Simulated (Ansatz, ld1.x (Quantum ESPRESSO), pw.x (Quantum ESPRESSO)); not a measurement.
## Mn: does the ultrasoft potential hold in the solid?

```json
{"Element": "Mn (Z = 25)", "Generator": "ld1.x (Quantum ESPRESSO) 7.5", "Type": "ultrasoft", "Functional": "PBEsol", "Relativity": "scalar-relativistic", "Frozen core": "[Ar]", "Valence charge": "7", "Reference configuration": "3d5 4s2 4p0", "Partial waves": "4s (bound): rcut 1.65, rcutus 2.30 bohr; 4s channel at 1.25 Ry: rcut 1.65, rcutus 2.30 bohr; 4p (bound, empty): rcut 3.00, rcutus 3.95 bohr; 4p channel at 2.6 Ry: rcut 3.00, rcutus 3.95 bohr; 3d (bound): rcut 1.55, rcutus 1.85 bohr; 3d channel at 0.15 Ry: rcut 1.55, rcutus 1.85 bohr", "Local potential": "all-electron potential smoothed inside 2.55 bohr (lloc = -1)", "Core correction": "a·sin(br)/r model core inside 1.75 bohr", "Augmentation charge": "PSQ, inside the norm-conserving radii"}
```

Crystal test: diamond Mn in pw.x 7.5, no spin, 9³ k-points, Fermi–Dirac smearing 0.01 Ry, cutoffs 60/480 Ry. The reference is all-electron LAPW (Ansatz 0.2.0) with the same functional, mesh and smearing; V0 and B0 come from Birch–Murnaghan fits to the pressures at five volumes. Errors are pseudo minus all-electron; Δ is the rms difference of the E(V) curves that follow from these fits, minima aligned, over ±6 % about the mean V0. Mesh and smearing are coarse, so the numbers serve the comparison and aren't converged zero-temperature values; the lattice is a test structure that the element need not adopt. Spin polarisation and strong correlation are left out, which matters for this element.

| V (Å³/atom) | P all-electron (GPa) | P pseudo (GPa) |
| --- | --- | --- |
| 13.762 | 10.13 | 7.39 |
| 14.124 | 5.18 | 2.55 |
| 14.486 | 0.82 | -1.67 |
| 14.848 | -3.01 | -5.35 |
| 15.210 | -6.38 | -8.58 |

All-electron: a0 = 4.884 Å (V0 = 14.56 Å³/atom), B0 = 159.8 GPa.

Pseudopotential: mean pressure error (GPa): -2.48; a0 (Å): 4.859; a0 error (%): -0.51; B0 error (%): +3.3; Δ (meV/atom): 7.9. The largest radius (3.95 bohr) exceeds half the bond length (1.99 bohr), so the spheres overlap, which is one possible source of error among others. This is a poor potential for the solid. Atomic configuration tests: 1 of 7 tests not solved or not reliable.

Question: At the middle volume, how do free energy and pressure move when the wave cutoff is lowered (ecutrho held at 480 Ry)?

Answer:

```
cutoff (Ry)  shift of F (meV/atom)  shift of P (GPa)
         27                 +181.6            -13.42
         36                  +60.5             -0.04
         48                   +7.8             -0.80
```

The run at the middle volume (35 k-points, 10 iterations) took about 17 s on one core of a shared host (Neoverse-V2, 96 threads, 742 GiB, load 48).
